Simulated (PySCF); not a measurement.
SMILES NC=C=CC=O, C4H5NO

Molfile (atoms numbered from 1):
```
C4H5NO
     RDKit          3D

 11 10  0  0  0  0  0  0  0  0999 V2000
    2.1837    0.2698   -0.7969 N   0  0  0  0  0  0  0  0  0  0  0  0
    1.3572    0.0512    0.2978 C   0  0  0  0  0  0  0  0  0  0  0  0
    0.1277   -0.3802    0.2622 C   0  0  0  0  0  0  0  0  0  0  0  0
   -1.1169   -0.7870    0.2414 C   0  0  0  0  0  0  0  0  0  0  0  0
   -2.2419    0.1454    0.2803 C   0  0  0  0  0  0  0  0  0  0  0  0
   -3.4036   -0.1723    0.2368 O   0  0  0  0  0  0  0  0  0  0  0  0
    2.8699    0.9980   -0.6712 H   0  0  0  0  0  0  0  0  0  0  0  0
    1.7003    0.3294   -1.6811 H   0  0  0  0  0  0  0  0  0  0  0  0
    1.8408    0.1783    1.2594 H   0  0  0  0  0  0  0  0  0  0  0  0
   -1.3736   -1.8393    0.1944 H   0  0  0  0  0  0  0  0  0  0  0  0
   -1.9382    1.2094    0.3509 H   0  0  0  0  0  0  0  0  0  0  0  0
  1  2  1  0
  2  3  2  0
  3  4  2  0
  4  5  1  0
  5  6  2  0
  1  7  1  0
  1  8  1  0
  2  9  1  0
  4 10  1  0
  5 11  1  0
M  END
```

Method used: PySCF 2.14.0, quadratic response B3LYP/def2-SVPD first hyperpolarisability, Taylor convention, gas phase. Geometry: GFN2-xTB.

Task: Give the tensor of the static β(0;0,0) in the axes of these coordinates.

Result: In au, Taylor convention; rows are the first index (the induced dipole):
```tsv
	xx	yy	zz	xy	xz	yz
x	+81.0	+21.2	+0.6	-51.3	-56.8	-5.5
y	-51.3	-22.0	-1.2	+21.2	-5.5	-11.1
z	-56.8	-11.1	-2.1	-5.5	+0.6	-1.2
```
Norm of βᵢ = ⅓ Σⱼ (βᵢⱼⱼ + βⱼᵢⱼ + βⱼⱼᵢ): 145.0 au, hyper-Rayleigh value 64.2 au.
